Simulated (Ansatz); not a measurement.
**AlNH₃ (quartet): wave-function methods side by side at distance Al1–H4 along a hydrogen transfer = 2.182 Å, cc-pVDZ**

One table from this session's results is given with a row withheld; the runs are named, their logs left out.

The runs use Ansatz 0.2.0, Gaussian basis; cc-pVDZ, core rule «outside noble gas», up to 6 orbitals frozen.

To be run: UHF; CCSD(T) on ROHF; CCSD(T) on UHF; BCCD(T) on ROHF; CISD; CCSDT(Q) on ROHF; CCSDT(Q) on UHF; CASSCF and MRCISD+Q, 5 electrons in 5 orbitals; CASSCF and NEVPT2, 5 electrons in 5 orbitals.

23 further runs of the same task are left out: 18 for a known fault of the program, 4 that didn't finish, 1 set aside as unsound or not needed.

**The geometry**

The geometry derives from fragments relaxed apart (PBE0/def2-TZVP) and kept rigid, so it is no stationary point. A hydrogen atom is moved between rigid fragments.

5 atoms, charge 0, spin multiplicity 4.

Atoms are counted from 1 here; the program's logs count them from 0.

Bond lengths: Al1–H2 1.586 Å, Al1–H3 1.586 Å, H4–N5 1.139 Å. Angles: H2–Al1–H3 120.0°.

The first run:

Input file in.yaml:

```yaml
crystal:
  periodic: [false, false, false]
  atoms:
    - {symbol: Al, position_ang: [-1.070551, 0.000000, 0.000000]}
    - {symbol: H, position_ang: [-1.863474, 1.373384, 0.000000]}
    - {symbol: H, position_ang: [-1.863474, -1.373384, 0.000000]}
    - {symbol: H, position_ang: [1.111449, 0.000000, 0.000000]}
    - {symbol: N, position_ang: [2.250449, 0.000000, 0.000000]}
basis:
  gaussian: {orbitals: cc-pVDZ}
magnetization: {spin_polarized: true, initial_magnetization: 3}
hamiltonian: {xc: hf}
output: {orbitals: {seedname: orbitals}}
```

Run with:

```
$ ansatz run in.yaml --threads 1 --pin off --events-out ev --progress --plain --max-ram 2393MiB
```

Steps of the session up to this table: UHF; CCSD(T) on ROHF; CCSD(T) on UHF; BCCD(T) on ROHF; CISD; CCSDT(Q) on ROHF; CCSDT(Q) on UHF; CASSCF and MRCISD+Q, 5 electrons in 5 orbitals; CASSCF and NEVPT2, 5 electrons in 5 orbitals.

One table of the session follows, with a row left open; its other results are not shown here.

It belongs to the step «Misses and costs». 

| method | from UCCSDT(Q) (kJ/mol) |
| --- | --- |
| ROHF | +581.1 |
| UHF | +551.6 |
| RMP2 | +117.1 |
| UMP2 | +117.4 |
| CISD | +49.0 |
| RCCSD | +12.1 |
| UCCSD | +11.6 |
| RCCSD(T) | +2.9 |
| UCCSD(T) | +2.8 |
| BCCD(T) | +2.9 |
| RCCSDT | +0.7 |
| UCCSDT | +0.5 |
| RCCSDT(Q) | +0.2 |
| UCCSDT(Q) | 0 |
| CASSCF pair | +507.5 |
| NEVPT2 pair | +108.8 |
| MRCISD pair | +40.7 |
| MRCISD+Q pair | ? |

Estimate the missing values for MRCISD+Q pair.

**Answer.** from UCCSDT(Q) (kJ/mol): +2.1. In the column «from UCCSDT(Q) (kJ/mol)» it lies between RCCSDT (+0.7) and UCCSD(T) (+2.8).

Caveats from the session: Restricted and unrestricted rows rest on different reference determinants; where their highest levels disagree by more than a few hundredths of an eV, they describe different states and don't form one ladder.
